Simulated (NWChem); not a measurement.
System: SiH₄ anion, doublet; SMILES of the neutral closed-shell parent [SiH4]

Input file for NWChem:

```
start job
memory heap 200 mb stack 700 mb global 900 mb
charge -1
geometry units angstroms noautosym nocenter noautoz
  Si     0.000000     0.000000     0.000806
  H      0.996249     0.701270     0.862292
  H     -0.996249    -0.701270     0.862292
  H      0.701302    -0.996152    -0.860734
  H     -0.701302     0.996152    -0.860734
end
basis spherical
  Si library 6-31+g*
  H library 6-31+g*
end
dft
  odft
  mult 2
  xc b3lyp
  iterations 150
end
cosmo
  do_cosmo_smd true
  solvent acetntrl
end
task dft energy
```

Parts of the log:

```
             Northwest Computational Chemistry Package (NWChem) 7.3.0
             --------------------------------------------------------

                             Geometry "geometry" -> ""
                             -------------------------

 Output coordinates in angstroms (scale by  1.889725989 to convert to a.u.)

  No.       Tag          Charge          X              Y              Z
 ---- ---------------- ---------- -------------- -------------- --------------
    1 Si                  14.0000     0.00000000     0.00000000     0.00080600
    2 H                    1.0000     0.99624900     0.70127000     0.86229200
    3 H                    1.0000    -0.99624900    -0.70127000     0.86229200
    4 H                    1.0000     0.70130200    -0.99615200    -0.86073400
    5 H                    1.0000    -0.70130200     0.99615200    -0.86073400

 Effective nuclear repulsion energy (a.u.)      21.1633427419

                                 NWChem DFT Module
                                 -----------------

 Summary of "ao basis" -> "ao basis" (spherical)
 ------------------------------------------------------------------------------
       Tag                 Description            Shells   Functions and Types
 ---------------- ------------------------------  ------  ---------------------
 Si                         6-31+g*                 10       22   5s4p1d
 H                          6-31+g*                  2        2   2s

 in cosmo_initialize ...
 calling solv_data for solv:acetntrl

 solvent parameters
 solvname_short: acetntrl
 solvname_long:  acetonitrile
 dielec:       35.6880
 dielecinf:     1.8069
 nonaqueous SMD model solvent descriptors
 dielec:       35.6880
 sola:          0.0700
 solb:          0.3200
 solc:          0.0000
 solg:         41.2500
 solh:          0.0000
 soln:          1.3442

          ---------------
          -cosmo- solvent
          ---------------
 Cosmo: York-Karplus, doi: 10.1021/jp992097l
 dielectric constant -eps-     =  35.69
 screen = (eps-1)/(eps    )    =   0.97198
 surface charge correction     = lagrangian

   van der Waals surface
 --------------------------

[...]

                                COSMO-SMD solvation results
                                ---------------------------

             internal energy in gas <Psi(g)|H|Psi(g)> =      -291.838322838557
         internal energy in solvent <Psi(s)|H|Psi(s)> =      -291.834944416696
                               delta internal energy  =         0.003378421861 (    2.12 kcal/mol)
   total free energy in solvent <Psi(s)|H+V/2|Psi(s)> =      -291.916723007644
 polarization energy contribution <Psi(s)|V/2|Psi(s)> =        -0.081778590948 (  -51.32 kcal/mol)
    total free energy in solvent including G(SMD-CDS) =      -291.916416148784
                       G(SMD-CDS) energy contribution =         0.000306858861 (    0.19 kcal/mol)
     1 M fixed-concentration free energy of solvation =        -0.078093310227 (  -49.00 kcal/mol)

                    DFT Final Alpha Molecular Orbital Analysis
                    ------------------------------------------

 Vector    8  Occ=1.000000D+00  E=-3.798210D-01
              MO Center=  1.4D-06,  3.3D-06,  2.5D-01, r^2= 2.5D+00
   Bfn.  Coefficient  Atom+Function         Bfn.  Coefficient  Atom+Function
  ----- ------------  ---------------      ----- ------------  ---------------
     7      0.397590  1 Si px                24      0.237184  2 H  s
    26     -0.237182  3 H  s                 23      0.202640  2 H  s
    25     -0.202639  3 H  s                  3     -0.167513  1 Si px
    28      0.151954  4 H  s                 30     -0.151956  5 H  s
    27      0.129806  4 H  s                 29     -0.129807  5 H  s

 Vector    9  Occ=1.000000D+00  E=-3.798110D-01
              MO Center= -1.3D-06,  5.2D-07, -2.5D-01, r^2= 2.5D+00
   Bfn.  Coefficient  Atom+Function         Bfn.  Coefficient  Atom+Function
  ----- ------------  ---------------      ----- ------------  ---------------
     8      0.397587  1 Si py                28     -0.237191  4 H  s
    30      0.237191  5 H  s                 27     -0.202641  4 H  s
    29      0.202641  5 H  s                  4     -0.167511  1 Si py
    24      0.151962  2 H  s                 26     -0.151963  3 H  s
    23      0.129807  2 H  s                 25     -0.129807  3 H  s

 Vector   10  Occ=1.000000D+00  E=-6.783659D-02
              MO Center=  3.8D-08, -2.3D-08,  5.9D-04, r^2= 1.0D+01
   Bfn.  Coefficient  Atom+Function         Bfn.  Coefficient  Atom+Function
  ----- ------------  ---------------      ----- ------------  ---------------
    14      1.764939  1 Si s                 10     -1.543006  1 Si s
     6     -0.343233  1 Si s                 24      0.186479  2 H  s
    26      0.186479  3 H  s                 28      0.186391  4 H  s
    30      0.186391  5 H  s                  2      0.159473  1 Si s
     1     -0.032404  1 Si s

 Vector   11  Occ=0.000000D+00  E=-3.670515D-03
              MO Center=  2.6D-07,  2.7D-07,  1.2D-03, r^2= 1.1D+01
   Bfn.  Coefficient  Atom+Function         Bfn.  Coefficient  Atom+Function
  ----- ------------  ---------------      ----- ------------  ---------------
    17      1.108658  1 Si pz                24     -0.294238  2 H  s
    26     -0.294239  3 H  s                 28      0.294247  4 H  s
    30      0.294247  5 H  s                 18     -0.083761  1 Si d -2
    13      0.082103  1 Si pz                23     -0.066284  2 H  s
    25     -0.066284  3 H  s                 27      0.066277  4 H  s

[...]
```

Level: B3LYP/6-31+G* (spherical d), spin-unrestricted, SMD on the gas-phase geometry. In the optimisation the excess spin sits in a (C2, its own frame). All runs use the structure optimised with B3LYP/def2-SVPD, spin-unrestricted. The spin multiplicity was typed, not searched, and may not be the lowest. No stability test was run on the SCF state. The gas-phase anion has a positive highest level at the geometry level, so the gas reference is doubtful. Solvent: acetonitrile.
